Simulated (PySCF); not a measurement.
C$_{2}$F$_{4}$, triplet, at a GFN2-xTB geometry of the parent state (a higher spin typed on purpose: for a closed-shell molecule this is an excited state); MP2/cc-pVDZ (PySCF).

Input for PySCF:
```python
from pyscf import gto, scf, mp

mol = gto.M(
    atom='''
F    -1.402087   -0.301991    1.136996
C    -0.674389   -0.338601   -0.040561
F    -1.473304    0.401076   -0.995341
C     0.698837   -0.279846    0.066407
F     1.425261   -0.284234   -1.112497
F     1.433831    0.597447    0.953611
''',
    basis='cc-pvdz',
    charge=0,
    spin=2,
    verbose=5,
)

mf = scf.UHF(mol)
mf.kernel()

pt = mp.MP2(mf)
pt.kernel()
print('E(MP2) = %.10f' % pt.e_tot)
```

Write the output that PySCF gives for this input, abridged.


```
PySCF version 2.14.0

[INPUT] verbose = 5
[INPUT] max_memory = 4000
[INPUT] num. atoms = 6
[INPUT] num. electrons = 48
[INPUT] charge = 0
[INPUT] spin (= nelec alpha-beta = 2S) = 2
[INPUT] symmetry False subgroup None
[INPUT] Mole.unit = angstrom
[INPUT] Symbol           X                Y                Z      unit          X                Y                Z       unit  Magmom
[...]
[INPUT] ---------------- BASIS SET ----------------
[INPUT] l, kappa, [nprim/nctr], expnt,             c_1 c_2 ...
[INPUT] C
[...]
                                1000              0.005329 -0.001154
                                228               0.027077 -0.005725
                                64.71             0.101718 -0.023312
                                21.06             0.27474 -0.063955
                                7.495             0.448564 -0.149981
                                2.797             0.285074 -0.127262
                                0.5215            0.015204 0.544529
[...]
                                2.002             0.20948
                                0.5456            0.508557
[...]
[INPUT] F
[...]
                                2207              0.005553 -0.001308
                                502.8             0.028267 -0.006495
                                142.6             0.106444 -0.026691
                                46.47             0.286814 -0.07369
                                16.7              0.448641 -0.170776
                                6.356             0.264761 -0.112327
                                1.316             0.015333 0.562814
[...]
                                4.977             0.235718
                                1.347             0.508521
[...]
nuclear repulsion = 232.558597890555
number of shells = 30
number of NR pGTOs = 156
number of NR cGTOs = 84
basis = cc-pvdz
ecp = {}

******** <class 'pyscf.scf.uhf.UHF'> ********
method = UHF
initial guess = minao
damping factor = 0
level_shift factor = 0
DIIS = <class 'pyscf.scf.diis.CDIIS'>
diis_start_cycle = 1
diis_space = 8
diis_damp = 0
SCF conv_tol = 1e-09
SCF conv_tol_grad = None
SCF max_cycles = 50
direct_scf = True
direct_scf_tol = 1e-13
number electrons alpha = 25  beta = 23
Set gradient conv threshold to 3.16228e-05
E1 = -1120.6785669438082  E2 = 414.3770687529935  Ecoul = 464.368554243833  Exc = -49.991485490839466
init E= -473.74290030026
cond(S) = 1034.23780395562

  alpha mo_energy =
[-26.47604845 -26.47603754 -26.47070791 -26.47070678 -11.29422453
 -11.29095966  -1.91424127  -1.83170641  -1.712898    -1.69711038
  -1.16225637  -0.92068845  -0.78409646  -0.7780178   -0.74776381
  -0.71214448  -0.70088935  -0.67756337  -0.6447808   -0.64021589
  -0.6147477   -0.60799505  -0.57045015  -0.14531788  -0.07528981
   0.1373525    0.19381749   0.29145652   0.43440684   0.4642377
   0.64680298   0.66358104   0.68483854   0.73471713   0.76466428
   0.76862026   0.78133345   1.14498496   1.23519945   1.25204971
   1.29199452   1.29543263   1.33615459   1.35964714   1.49934166
   1.51307193   1.52715452   1.53222326   1.54778493   1.5832466
   1.58796274   1.60787897   1.61959188   1.70218765   1.78806643
   1.9531338    2.04205941   2.10556394   2.16303502   2.2817134
   2.53744692   2.53773701   2.63689296   2.75793017   3.86031357
   3.86056262   3.86605213   3.86809161   3.87076322   3.87445807
   3.87491838   3.88035832   3.89662627   3.90636126   4.02945804
   4.03955675   4.06730747   4.12892796   4.1931985    4.2675567
   4.30935186   4.3209886    4.43219318   4.56486568]
  beta  mo_energy =
[-26.47604845 -26.47603754 -26.47070791 -26.47070678 -11.29422453
 -11.29095966  -1.91424127  -1.83170641  -1.712898    -1.69711038
  -1.16225637  -0.92068845  -0.78409646  -0.7780178   -0.74776381
  -0.71214448  -0.70088935  -0.67756337  -0.6447808   -0.64021589
  -0.6147477   -0.60799505  -0.57045015  -0.14531788  -0.07528981
   0.1373525    0.19381749   0.29145652   0.43440684   0.4642377
   0.64680298   0.66358104   0.68483854   0.73471713   0.76466428
   0.76862026   0.78133345   1.14498496   1.23519945   1.25204971
   1.29199452   1.29543263   1.33615459   1.35964714   1.49934166
   1.51307193   1.52715452   1.53222326   1.54778493   1.5832466
   1.58796274   1.60787897   1.61959188   1.70218765   1.78806643
   1.9531338    2.04205941   2.10556394   2.16303502   2.2817134
   2.53744692   2.53773701   2.63689296   2.75793017   3.86031357
   3.86056262   3.86605213   3.86809161   3.87076322   3.87445807
   3.87491838   3.88035832   3.89662627   3.90636126   4.02945804
   4.03955675   4.06730747   4.12892796   4.1931985    4.2675567
   4.30935186   4.3209886    4.43219318   4.56486568]
multiplicity <S^2> = 2  2S+1 = 3
E1 = -1119.9277137773156  E2 = 414.35927651172267  Ecoul = 465.20110343592467  Exc = -50.841826924201996
cycle= 1 E= -473.009839375038  delta_E= 0.733  |g|= 0.81  |ddm|= 1.91
  alpha mo_energy =
[-2.62557140e+01 -2.62557112e+01 -2.61347226e+01 -2.61347188e+01
 -1.19136739e+01 -1.19126256e+01 -1.74026507e+00 -1.70980368e+00
 -1.60045048e+00 -1.59895428e+00 -1.37091441e+00 -9.60830438e-01
 -9.00034464e-01 -8.66598765e-01 -8.64642866e-01 -7.69282204e-01
 -7.60136629e-01 -7.07309689e-01 -6.83751893e-01 -6.67633881e-01
 -6.47079749e-01 -6.12871867e-01 -6.04885892e-01 -5.69579075e-01
 -5.00029931e-01  1.54279510e-02  6.82213013e-02  1.42373295e-01
  2.72777821e-01  3.57538250e-01  4.28116864e-01  4.65801536e-01
  5.00643696e-01  5.14526786e-01  5.49468211e-01  6.23130103e-01
  6.27404195e-01  9.42139436e-01  1.04613018e+00  1.04760781e+00
  1.09164984e+00  1.19360988e+00  1.30774933e+00  1.33900279e+00
  1.46837727e+00  1.49933027e+00  1.51874470e+00  1.52610008e+00
  1.53342590e+00  1.57198935e+00  1.58654589e+00  1.62564072e+00
  1.66460823e+00  1.67119512e+00  1.71237368e+00  1.78908012e+00
  1.81379551e+00  1.87360826e+00  1.93559648e+00  2.10409605e+00
  2.55713149e+00  2.57470162e+00  2.65114928e+00  2.81011419e+00
[...]
  alpha mo_energy =
[-26.38114424 -26.38114217 -26.35608083 -26.35607829 -11.49501486
 -11.49380416  -1.70269063  -1.6903165   -1.63241148  -1.62856391
  -1.1649796   -0.91811235  -0.83538192  -0.81614772  -0.81591609
  -0.76640852  -0.7546748   -0.72707023  -0.70659981  -0.70536472
  -0.68161408  -0.66531086  -0.6622135   -0.53880969  -0.45039961
   0.17400955   0.21698789   0.30941875   0.42044987   0.44818984
   0.55341282   0.59387804   0.62135442   0.66027342   0.66039788
   0.70970647   0.72450616   1.08219101   1.16408809   1.19333693
   1.20746985   1.2792041    1.33660241   1.37123342   1.50706999
   1.51754352   1.53150896   1.53514452   1.53691447   1.57243283
   1.60317146   1.6249671    1.64674255   1.69846004   1.69897683
   1.87747891   1.95353671   2.017233     2.0770735    2.22164264
   2.56347435   2.56459265   2.65887218   2.79203303   3.91140575
   3.91423283   3.91926891   3.91987233   3.93782047   3.94015918
   3.94472955   3.94574653   3.94942948   3.95900193   4.07863066
   4.08282296   4.11316795   4.16569443   4.23934564   4.3117697
   4.34666711   4.35826405   4.4677444    4.59681914]
  beta  mo_energy =
[-2.63781792e+01 -2.63781779e+01 -2.63481008e+01 -2.63480989e+01
 -1.14654700e+01 -1.14644992e+01 -1.68704584e+00 -1.67882791e+00
 -1.61133477e+00 -1.60865809e+00 -1.07141354e+00 -8.81119959e-01
 -8.20940577e-01 -7.84867372e-01 -7.51571054e-01 -7.20381692e-01
 -7.18630734e-01 -7.09264840e-01 -6.68846232e-01 -6.66855021e-01
 -6.60388738e-01 -6.59779257e-01 -6.57693348e-01  1.14746294e-03
  1.06631215e-01  2.36756441e-01  2.91599540e-01  3.67431231e-01
  4.73702950e-01  4.85349602e-01  6.25038678e-01  6.29386880e-01
  6.73475887e-01  6.89610480e-01  7.19474402e-01  7.50245787e-01
  7.63898318e-01  1.11976722e+00  1.22465427e+00  1.23957010e+00
  1.27387630e+00  1.29718063e+00  1.35759940e+00  1.39559840e+00
  1.51932691e+00  1.54010614e+00  1.54633328e+00  1.55653416e+00
  1.55919410e+00  1.58922874e+00  1.61981854e+00  1.63975267e+00
  1.65475213e+00  1.71999336e+00  1.75499060e+00  1.90173976e+00
  2.00494230e+00  2.05808104e+00  2.09232712e+00  2.24479151e+00
  2.56806492e+00  2.57471745e+00  2.66358017e+00  2.79881909e+00
  3.91988730e+00  3.92353516e+00  3.92866377e+00  3.92899273e+00
  3.94673172e+00  3.94758410e+00  3.95344899e+00  3.95583763e+00
  3.95803087e+00  3.96866234e+00  4.09281613e+00  4.09576064e+00
  4.12763838e+00  4.17718870e+00  4.24643314e+00  4.32039888e+00
  4.35395346e+00  4.36721382e+00  4.47457192e+00  4.60608696e+00]
multiplicity <S^2> = 2.0130237  2S+1 = 3.00867
E1 = -1120.728680767595  E2 = 414.83112079490405  Ecoul = 465.40772148836794  Exc = -50.57660069346389
cycle= 14 E= -473.338962082136  delta_E= -2.41e-10  |g|= 6.11e-06  |ddm|= 2.56e-05
  alpha mo_energy =
[-26.38114525 -26.38114318 -26.35608516 -26.35608262 -11.49501404
 -11.49380334  -1.70269114  -1.69031701  -1.63241254  -1.62856492
  -1.1649792   -0.91811284  -0.83538226  -0.81614812  -0.81591641
  -0.7664089   -0.75467563  -0.72707086  -0.70660054  -0.70536578
  -0.68161474  -0.66531175  -0.66221441  -0.53880988  -0.45040009
   0.17400936   0.21698784   0.30941875   0.42044992   0.44818967
   0.55341287   0.59387834   0.62135437   0.66027364   0.660398
   0.70970638   0.72450634   1.08219115   1.16408808   1.19333688
   1.20746996   1.27920391   1.33660213   1.37123296   1.50706957
   1.51754327   1.53150865   1.5351437    1.53691416   1.57243244
   1.60317091   1.62496652   1.64674218   1.6984599    1.69897624
   1.87747881   1.95353662   2.01723289   2.07707358   2.22164238
   2.56347382   2.56459175   2.65887186   2.79203232   3.91140546
   3.91423245   3.91926862   3.919872     3.93781902   3.94015779
   3.94472832   3.94574502   3.94942836   3.95900086   4.07862962
   4.08282219   4.11316697   4.16569377   4.23934466   4.31176869
   4.34666637   4.35826325   4.46774362   4.59681837]
  beta  mo_energy =
[-2.63781800e+01 -2.63781788e+01 -2.63481055e+01 -2.63481036e+01
 -1.14654693e+01 -1.14644984e+01 -1.68704601e+00 -1.67882799e+00
 -1.61133639e+00 -1.60865960e+00 -1.07141379e+00 -8.81120184e-01
 -8.20941101e-01 -7.84867839e-01 -7.51571191e-01 -7.20382181e-01
 -7.18631186e-01 -7.09265636e-01 -6.68847446e-01 -6.66856920e-01
 -6.60390292e-01 -6.59780214e-01 -6.57694997e-01  1.14772855e-03
  1.06631220e-01  2.36756705e-01  2.91599143e-01  3.67430904e-01
  4.73702895e-01  4.85349579e-01  6.25038710e-01  6.29386818e-01
  6.73476109e-01  6.89610372e-01  7.19474426e-01  7.50245794e-01
  7.63898554e-01  1.11976729e+00  1.22465404e+00  1.23956993e+00
  1.27387638e+00  1.29718025e+00  1.35759907e+00  1.39559771e+00
  1.51932673e+00  1.54010588e+00  1.54633283e+00  1.55653402e+00
  1.55919316e+00  1.58922842e+00  1.61981768e+00  1.63975203e+00
  1.65475156e+00  1.71999249e+00  1.75499037e+00  1.90173961e+00
  2.00494253e+00  2.05808090e+00  2.09232716e+00  2.24479125e+00
  2.56806453e+00  2.57471643e+00  2.66358000e+00  2.79881830e+00
  3.91988696e+00  3.92353471e+00  3.92866337e+00  3.92899243e+00
  3.94673012e+00  3.94758310e+00  3.95344767e+00  3.95583581e+00
  3.95802916e+00  3.96866118e+00  4.09281495e+00  4.09576014e+00
  4.12763707e+00  4.17718817e+00  4.24643206e+00  4.32039788e+00
  4.35395287e+00  4.36721301e+00  4.47457112e+00  4.60608621e+00]
multiplicity <S^2> = 2.0130233  2S+1 = 3.0086697
E1 = -1120.728705954083  E2 = 414.8311459813521  Ecoul = 465.40775161703186  Exc = -50.576605635679755
Extra cycle  E= -473.338962082176  delta_E= -3.98e-11  |g|= 4.07e-06  |ddm|= 7.12e-06
converged SCF energy = -473.338962082176  <S^2> = 2.0130233  2S+1 = 3.0086697

******** <class 'pyscf.mp.ump2.UMP2'> ********
nocc = (np.int64(25), np.int64(23)), nmo = (84, 84)
transform (ia|jb) incore
E(UMP2) = -474.317695170634  E_corr = -0.978733088458179
E(SCS-UMP2) = -474.277054463338  E_corr = -0.938092381162105
E_corr(same-spin) = -0.272754605755049
E_corr(oppo-spin) = -0.705978482703129
E(MP2) = -474.3176951706
```
